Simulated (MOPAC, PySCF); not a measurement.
Complex: C6H6 (SMILES c1ccccc1) (first 12 atoms) with H2O (SMILES O); geometry from S66by8 set.
(charge 0, multiplicity 1):
```xyz
15

C      1.038    -0.581    -1.208
H      1.154    -1.109    -2.144
C      0.735     0.780    -1.208
H      0.614     1.307    -2.144
C      0.585     1.461     0.000
H      0.349     2.516     0.000
C      0.735     0.780     1.208
H      0.614     1.307     2.144
C      1.038    -0.581     1.208
H      1.154    -1.109     2.144
C      1.189    -1.261     0.000
H      1.426    -2.316     0.000
O     -3.901    -0.399     0.000
H     -3.736    -1.344     0.000
H     -3.013    -0.028     0.000
```

Interaction energies are E(AB) − E(A) − E(B) at the monomers' geometry in the complex; basis-set methods are counterpoise corrected. Rows marked so take none.

Rows in 3-21G, STO-3G carry no dispersion term and start afresh at each structure. The state that PM6 reach isn't checked.

Programs: MOPAC for PM6 (differences of heats of formation); PySCF for 3-21G rows, STO-3G rows. Values without a source in brackets are computed.

**Question.** One of these levels gives -58.9 meV for the interaction energy. Name it.
A. HF/STO-3G (no counterpoise)
B. HF/3-21G (no counterpoise)
C. PM6

**Answer.** B, HF/3-21G (no counterpoise). The others give -30.7 (PM6), -14.3 (HF/STO-3G (no counterpoise))
